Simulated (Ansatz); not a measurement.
Basis sets compared for the cluster MgO₂H₂ (the lowest singlet isomer of a short search). Charge 0, multiplicity 1. Geometry B3LYP-D4/def2-TZVP. Ansatz on 4 threads of Arm Neoverse V2 on a shared host; times are rough, and most runs start from earlier orbitals.

Cartesian coordinates in Å:
```
Mg 0.0008 0.0003 -0.0165
O 1.3448 1.0575 0.4358
O -1.3510 -1.0438 -0.4878
H 2.2463 1.3558 0.4775
H -2.2408 -1.3698 -0.4089
```

B3LYP takes the VWN-RPA correlation. The structure comes from a short search, and lower isomers may exist.

Binding counts from free atoms (Mg singlet, O triplet, H doublet) in the same basis, without a counterpoise term.

```tsv
level	functions	energy (Eh)	HOMO (eV)	LUMO (eV)	binding per atom (eV)	wall time
HF/STO-3G	21	-345.9391	-6.10	10.43	2.12	0.05 s
HF/6-31G	35	-350.5175	-11.56	1.53	1.99	0.1 s
PBE-D4/def2-SVP	56	-351.3357	-6.01	-1.67	3.47	0.3 s
PBE-D4/def2-TZVP	106	-351.5976	-6.23	-1.79	3.46	0.4 s
r2SCAN-D4/def2-TZVP	106	-351.7829	-6.55	-1.23	3.44	0.95 s
B3LYP-D4/6-31G	35	-351.7631	-6.80	-1.16	3.09	0.25 s
B3LYP-D4/def2-TZVP	106	-351.9100	-7.63	-1.38	3.38	0.5 s
PBE0-D4/def2-SVP	56	-351.3535	-7.67	-0.94	3.34	0.3 s
PBE0-D4/def2-TZVP	106	-351.6131	-7.87	-1.04	3.34	0.7 s
```

Estimate the rows for PBE-D4/def2-TZVPD, r2SCAN-D4/def2-TZVPD, PBE0-D4/def2-TZVPD.


```csv
level,functions,energy (Eh),HOMO (eV),LUMO (eV),binding per atom (eV),wall time
PBE-D4/def2-TZVPD,133,-351.6014,-6.34,-1.87,3.47,0.55 s
r2SCAN-D4/def2-TZVPD,133,-351.7855,-6.62,-1.29,3.45,1.2 s
PBE0-D4/def2-TZVPD,133,-351.6162,-7.94,-1.13,3.35,0.75 s
```
